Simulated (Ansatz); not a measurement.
C$_{6}$H$_{5}$F, SMILES `Fc1ccccc1`, relaxed with RKS PBE0-D4/def2-TZVP in Ansatz 0.2.0 from a PBE-D4/def2-SVP geometry. The force threshold is 0.005 eV/Å; the program also tests the step.

The species carries charge 0 and has multiplicity 1.

Start:

```xyz
12

F     2.424   -0.501   -1.100
C     1.219   -0.252   -0.553
C     0.065   -0.673   -1.226
C    -1.188   -0.410   -0.649
C    -1.278    0.264    0.580
C    -0.107    0.677    1.237
C     1.153    0.421    0.674
H     0.165   -1.198   -2.187
H    -2.103   -0.736   -1.167
H    -2.262    0.469    1.026
H    -0.174    1.206    2.200
H     2.086    0.732    1.165
```

```csv
step,energy (eV),largest force (eV/Å),largest move (Å)
1,-9013.6426,0.666,0.000
2,-9013.7141,0.202,0.026
3,-9013.7192,0.017,0.009
4,-9013.7192,0.001,0.001
```

End:

```xyz
12

F     2.397   -0.496   -1.087
C     1.198   -0.248   -0.544
C     0.064   -0.666   -1.212
C    -1.173   -0.405   -0.642
C    -1.262    0.261    0.572
C    -0.106    0.669    1.222
C     1.140    0.417    0.666
H     0.160   -1.183   -2.158
H    -2.073   -0.725   -1.153
H    -2.232    0.462    1.012
H    -0.170    1.189    2.170
H     2.056    0.725    1.153
```

Run time 25 s (4 threads of an Intel Xeon on a shared host); peak host memory 0.77 GiB.
